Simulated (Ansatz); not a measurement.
A nudged elastic band was laid between two geometries of C2H3O2 (7 atoms, charge -1, multiplicity 1).

The calculation used Ansatz, RKS BLYP/STO-3G.

| Item | Value |
| --- | --- |
| movable images | 7 |
| climbing image | yes |
| spring | 5.0 eV/Å² |
| optimiser | quadratic models (default) |
| start path | IDPP |
| force threshold | 0.05 eV/Å |
| iteration limit | 60 |
| end points | relaxed |

Initial state:

```xyz
7
Properties=species:S:1:pos:R:3
O -1.207 -0.764 0.579
C 0.004 -0.064 0.791
C 0.561 0.368 -0.423
O -0.241 -0.016 -1.522
H 0.407 0.090 1.817
H 1.504 0.940 -0.572
H -1.028 -0.554 -0.670
```

Final state:

```xyz
7
Properties=species:S:1:pos:R:3
O 0.558 0.154 2.098
C 0.041 -0.053 0.913
C 0.456 0.304 -0.396
O -0.326 -0.058 -1.615
H -0.980 -0.648 0.801
H 1.366 0.866 -0.666
H -1.114 -0.565 -1.135
```

(1) What changes between the two ends?

(2) Give the energies along the band, and the barrier.

(3) What is the geometry of the highest image?

(4) What are the harmonic wavenumbers there?

Results:

(1) No bond is made or broken. The dihedral O1–C2–C3–O4 goes from 0 to 180°.C2H2O2 + H becomes C2H3O2.

(2) It converged. The highest image is number 5 of 0 to 8, 2.50 eV above the first end and 1.71 eV above the last; the last end lies 0.79 eV above the first. A vibrational analysis at the climbing image gives one clearly imaginary mode, 450i cm⁻¹: a first-order saddle point. Limits of this set-up: minimal basis, an anion without diffuse functions, the dipole of an ion depends on the origin.

```
image  path coordinate (Å)  energy (eV)  dihedral O1–C2–C3–O4 (°)
    0                 0.00         0.00                         0
    1                 0.63         0.59                         7
    2                 1.27         0.90                        11
    3                 1.90         1.40                        -5
    4                 2.54         2.11                       -27
    5                 3.17         2.50                       -58
    6                 3.85         1.77                      -100
    7                 4.52         1.00                      -141
    8                 5.20         0.79                       180
```

(3) 
```xyz
7
Properties=species:S:1:pos:R:3
O -1.390 0.703 0.981
C -0.205 0.203 0.879
C 0.878 0.240 -0.337
O -0.143 -0.437 -1.355
H 0.064 -0.589 1.701
H 0.719 1.331 -0.705
H 0.076 -1.450 -1.162
```

(4) 450i, 243, 365, 526, 701, 864, 880, 1072, 1276, 1463, 1467, 1633, 2612, 2755, 3362 cm⁻¹.

Time of the run: 8.5 min on 1 CPU thread of a shared host.
